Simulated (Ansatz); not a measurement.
# AlSiH2 (quartet): from Hartree-Fock to the top rungs, cc-pVTZ

Aim: climb from Hartree-Fock through coupled cluster for AlSiH2 (quartet) at one geometry and basis, and see what each rung misses.

Program: Ansatz 0.2.0, Gaussian basis. Level of theory: cc-pVTZ, core rule «outside noble gas», up to 10 orbitals frozen. These are calculated values, not measurements.

The runs, in order: UHF; CCSD(T) on ROHF; CCSD(T) on UHF; BCCD(T) on ROHF; CCSDT(Q) on ROHF; CCSDT(Q) on UHF.

13 further runs of the same task are left out: 8 for a known fault of the program, 5 set aside as unsound or not needed.

## 1. The geometry

The geometry is a PBE0/def2-TZVP stationary point (not a proven minimum) of the parent state, kept for this charge and spin.

4 atoms, charge 0, spin multiplicity 4.

Atoms are counted from 1 here; the program's logs count them from 0.

Bond lengths: Si1–Al2 2.453 Å, Al2–H3 1.595 Å, Al2–H4 1.595 Å. Angles: Si1–Al2–H3 120.0°, Si1–Al2–H4 120.0°, H3–Al2–H4 119.9°.

## 2. UHF

The input, in.yaml:

```yaml
crystal:
  periodic: [false, false, false]
  atoms:
    - {symbol: Si, position_ang: [0.000000, 0.000000, 1.274311]}
    - {symbol: Al, position_ang: [0.000000, 0.000000, -1.178752]}
    - {symbol: H, position_ang: [0.000000, -1.380606, -1.976865]}
    - {symbol: H, position_ang: [0.000000, 1.380606, -1.976865]}
basis:
  gaussian: {orbitals: cc-pVTZ}
magnetization: {spin_polarized: true, initial_magnetization: 3}
hamiltonian: {xc: hf}
output: {orbitals: {seedname: orbitals}}
```

Run with:

```
ansatz run in.yaml --threads 1 --pin off --events-out ev --progress --plain --max-ram 2560MiB --backend cpu
```

After this run come: CCSD(T) on ROHF; CCSD(T) on UHF; BCCD(T) on ROHF; CCSDT(Q) on ROHF; CCSDT(Q) on UHF.

Before running them: what should the planned runs give, taken together? Wanted: UCCSDT(Q) below the RHF energy; RMP2 from UCCSDT(Q); UMP2 from UCCSDT(Q); RCCSD from UCCSDT(Q); RCCSD(T) from UCCSDT(Q); UCCSD(T) from UCCSDT(Q); RCCSDT(Q) from UCCSDT(Q); T1 diagnostic.

The runs gave:

```
                         quantity                      value
   UCCSDT(Q) below the RHF energy                 -5.0676 eV
              RMP2 from UCCSDT(Q)              +109.1 kJ/mol
              UMP2 from UCCSDT(Q)              +109.8 kJ/mol
             RCCSD from UCCSDT(Q)               +23.2 kJ/mol
          RCCSD(T) from UCCSDT(Q)                +5.0 kJ/mol
          UCCSD(T) from UCCSDT(Q)                +4.9 kJ/mol
         RCCSDT(Q) from UCCSDT(Q)                +0.2 kJ/mol
levels within 1 kcal/mol (43 meV)  RCCSDT, UCCSDT, RCCSDT(Q)
                    T1 diagnostic                      0.029
```

**Reading.** RCCSD(T) lands +5.0 kJ/mol from the yardstick (1.0 % of the correlation energy). These misses are within one basis, not against nature; the frozen cores of restricted and unrestricted runs differ, which can shift their rows.
